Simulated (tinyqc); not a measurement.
Orbital energy against energy difference: ionisation energy by orbital energies and by energy differences in the 6-31g basis, for H2O, spin multiplicity 1. Computed by the program tinyqc with PySCF. The cation is unrestricted; errors are against CCSD(T) in this basis, not against experiment.

Geometry (angstrom):
```
atom,x,y,z
O,0.0000,0.0000,0.0000
H,0.0000,0.7080,0.5830
H,0.0000,-0.7080,0.5830
```

CCSD(T) difference in the same basis = 12.0640 eV

IP-EOM-CCSD = 11.8329 eV

First vertical ionisation energy (eV):
```
method,-e(HOMO),E(cation) - E,error of -e(HOMO),error of the difference
HF,13.7517,11.177167,1.6877,-0.8868
LDA,6.3921,12.911217,-5.6718,0.8472
B3LYP,8.0656,12.649134,-3.9984,0.5851
PBE0,8.4320,12.533290,-3.6320,0.4693
CAM-B3LYP,9.9603,12.641328,-2.1037,0.5773
LC-wPBE,11.3995,12.675568,-0.6645,0.6116
```

Estimate the missing row, method = PBE.

Computed row:
```
method  -e(HOMO)  E(cation) - E  error of -e(HOMO)  error of the difference
PBE       6.3090      12.588568            -5.7550                   0.5246
```

Koopmans errs by +1.69 eV and Delta-HF by -0.89 eV: relaxation, 2.57 eV, lowers the value and the missing correlation difference works against it. The PBE level is off by -5.8 eV through the wrong tail of its potential, though its energy difference is off by +0.52 eV; exact exchange deepens the level, and among the orbital energies LC-wPBE comes closest; among the differences PBE0 does.
